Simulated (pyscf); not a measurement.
GaH₃ (SMILES [GaH3]) + HO–SiH₃ (SMILES O[SiH3]) → H₃Si–O–GaH₂ (SMILES [SiH3][O][GaH2]) + H₂ (SMILES [H][H]), a four-centre exchange (singlet surface; Ga–H, H–O broken, Ga–O, H–H formed). PySCF, gas phase, ωB97X-D3(BJ)/def2-SVP geometries. Energies in kJ/mol from the separated reactants.

Small-basis levels: PySCF, no dispersion term, spherical d functions. 

Question: In single points B3LYP/6-31G*+LANL2DZ puts the saddle at 25.0 kJ/mol and the reaction energy at -98.7 kJ/mol. Should these be trusted to within a few kcal/mol? Compare with ωB97M-D3(BJ)/def2-TZVP.

Answer: ωB97M-D3(BJ)/def2-TZVP gives ΔE‡ = 34.2 kJ/mol and ΔE = -64.0 kJ/mol. B3LYP/6-31G*+LANL2DZ lies 9.2 kJ/mol under it in the barrier and 34.7 kJ/mol under it in the reaction energy, so on this step it does not hold to within 12.6 kJ/mol. ωB97M-D3(BJ)/def2-TZVP has limits of its own. On the reactant side the descent ends in an adduct with a Ga–O contact, 66.1 kJ/mol under the separated species and 90.0 kJ/mol under the saddle at ωB97X-D3(BJ)/def2-TZVP. What is counted as formed (Ga–O) is already present as a longer contact in the reactant adduct; forming that adduct is a step of its own. At the saddle there is also a short Ga–H contact that neither side keeps. At ωB97X-D3(BJ)/def2-TZVP the barrier from the zero used here is 23.9 kJ/mol. One saddle was located; it need not be the lowest between these sides. In the def2 sets elements up to Kr have no core potential.
